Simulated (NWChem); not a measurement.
**M06-2X/6-311+G(d,p) run of SiH3OF (SMILES O[SiH2]F)**

Aim: the vertical ionisation energy of SiH3OF at M06-2X/6-311+G**, from 2 runs. 

The results are computed with NWChem 7.3.0.

## (1) The structure to begin with

SiH3OF: 6 atoms, total charge 0, spin state singlet. SMILES: `O[SiH2]F`. Geometry: relaxed at PBE0-D4/def2-TZVP. This is one conformer, not always the lowest.

Bond lengths: O1–Si2 1.630 Å, Si2–F3 1.596 Å, O1–H4 0.958 Å, Si2–H5 1.474 Å, Si2–H6 1.482 Å. Angles: O1–Si2–F3 111.0°, O1–Si2–H5 106.4°, O1–Si2–H6 111.7°, F3–Si2–H5 108.2°, F3–Si2–H6 106.0°, Si2–O1–H4 119.1°, H5–Si2–H6 113.7°.

## (2) The energy at M06-2X/6-311+G(d,p)

Input file job.xyz:

```xyz
6
FH3OSi M06-2X
O     -0.853500    -0.209200    -0.924100
Si     0.378300    -0.009300     0.123900
F      0.180800    -0.922800     1.417800
H     -1.714200     0.150200    -0.705600
H      1.595600    -0.458500    -0.575800
H      0.455100     1.385600     0.617600
```

Input file job.nw:

```
START job
TITLE "FH3OSi M06-2X"
memory stack 880 mb heap 220 mb global 1100 mb
GEOMETRY units angstroms noautosym nocenter noautoz
   load format xyz job.xyz
END
BASIS spherical bse
   * library 6-311+G**
END
DFT
   xc m06-2x
   grid medium
   convergence energy 1e-08
   maxiter 100
   mulliken
   print low
END
TASK dft energy
```

On the command line:

```console
$ nwchem job.nw > job.out
```

Log, cut to the lines that bear on the results:

```text
[...]
 d= 0,ls=0.0,diis     1   -466.3598021066 -5.86D+02  8.55D-03  1.08D+00     1.4
[...]
 d= 0,ls=0.0,diis     9   -466.4425140772 -3.95D-09  3.81D-07  7.16D-09     9.6
         Total DFT energy =     -466.442514077241
      One electron energy =     -883.973366399735
           Coulomb energy =      339.151947123591
    Exchange-Corr. energy =      -41.149533263710
 Nuclear repulsion energy =      119.528438462613
[...]
      Total Density - Mulliken Population Analysis
     ---------------------------------------------
    Atom       Charge   Shell Charges
 -----------   ------   -------------------------------------------------------
    1 O    8     8.58   1.09  0.91  0.97  0.98  2.10  0.84  1.69 -0.08  0.09  0.01
    2 Si  14    13.14   0.79  1.18  0.94  1.05  0.78  0.41  1.98  3.90  0.65  0.99  0.07  0.03  0.02  0.35
    3 F    9     9.32   1.08  0.92  1.17  1.07  2.37  0.92  1.86 -0.12  0.05  0.00
    4 H    1     0.70   0.26  0.32  0.05  0.07
    5 H    1     1.13   0.25  0.59  0.27  0.01
    6 H    1     1.14   0.25  0.59  0.29  0.01
[...]
```

It took 11 s on 1 thread of Intel Xeon Platinum 8488C (Sapphire Rapids), shared host; peak memory 0.11 GiB.

## (3) The doublet cation

Input file mymol.nw:

```
start mymol
memory total 2200 mb
charge 1
geometry noautosym nocenter noautoz
  O    -0.853500   -0.209200   -0.924100
  Si    0.378300   -0.009300    0.123900
  F     0.180800   -0.922800    1.417800
  H    -1.714200    0.150200   -0.705600
  H     1.595600   -0.458500   -0.575800
  H     0.455100    1.385600    0.617600
end
basis spherical bse
  O library 6-311+G**
  Si library 6-311+G**
  F library 6-311+G**
  H library 6-311+G**
end
dft
  xc m06-2x
  mult 2
  grid medium
  convergence energy 1e-08
  iterations 100
  mulliken
  print low
end
task dft energy
```

On the command line:

```console
$ nwchem mymol.nw > mymol.out
```

Log, cut to the lines that bear on the results:

```text
[...]
 d= 0,ls=0.0,diis     1   -465.6923186245 -5.85D+02  8.78D-03  9.45D-01     1.8
[...]
 d= 0,ls=0.5,diis    49   -465.9897490012 -9.27D-09  2.60D-07  1.58D-08    72.9
[...]
         Total DFT energy =     -465.989749007204
      One electron energy =     -874.545154477483
           Coulomb energy =      329.782012948640
    Exchange-Corr. energy =      -40.755045940974
 Nuclear repulsion energy =      119.528438462613
[...]
      Total Density - Mulliken Population Analysis
     ---------------------------------------------
    Atom       Charge   Shell Charges
 -----------   ------   -------------------------------------------------------
    1 O    8     8.35   1.09  0.91  0.96  1.00  2.07  0.82  1.56 -0.10  0.02  0.01
    2 Si  14    13.13   0.79  1.18  0.94  1.05  0.84  0.38  1.98  3.90  0.64  0.97  0.10  0.02  0.01  0.34
    3 F    9     9.19   1.08  0.92  1.16  1.08  2.35  0.92  1.80 -0.12  0.00  0.00
    4 H    1     0.63   0.25  0.28  0.03  0.06
    5 H    1     0.88   0.23  0.52  0.12  0.01
    6 H    1     0.82   0.21  0.49  0.10  0.01
[...]
      <S2> =      0.7631 (Exact =     0.7500)
[...]
```

Run time: 75 s. Hardware: 1 thread of Intel Xeon Platinum 8488C (Sapphire Rapids), shared host; peak memory 0.11 GiB.

## (4) What came out

At M06-2X/6-311+G**:

```
                                          quantity          value
                      singlet SiH3OF: total energy  -466.44251 Eh
                      doublet cation: total energy  -465.98975 Eh
                              doublet cation: ⟨S²⟩          0.763
vertical ionisation energy (to the doublet cation)      12.320 eV
```

What this shows: The vertical ionisation energy comes to 12.32 eV (1189 kJ/mol).
